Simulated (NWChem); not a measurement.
# hydrogen isocyanide (CHN); SMILES [C-]#[NH+]

```xyz
3

C      0.0000     0.0000     0.7553
N      0.0000     0.0000    -0.4288
H      0.0000     0.0000    -1.4413
```
Atoms are numbered in this order, from 1.

Program: NWChem. Coordinates come from a PBE-D3(BJ)/def2-SVP optimisation. Ions are spin-unrestricted doublets at the neutral geometry; other ion states weren't tried.

```csv
level,−ε(HOMO) (eV)
B3LYP/def2-SVPD,8.89
PBE/def2-SVPD,…
BHandHLYP/def2-SVPD,10.73
CAM-B3LYP/def2-SVPD,10.69
PBE0/def2-SVPD,9.14
```

**Question.** Fill in the missing entries.

**Answer.** 
- PBE/def2-SVPD, −ε(HOMO) (eV): 7.50
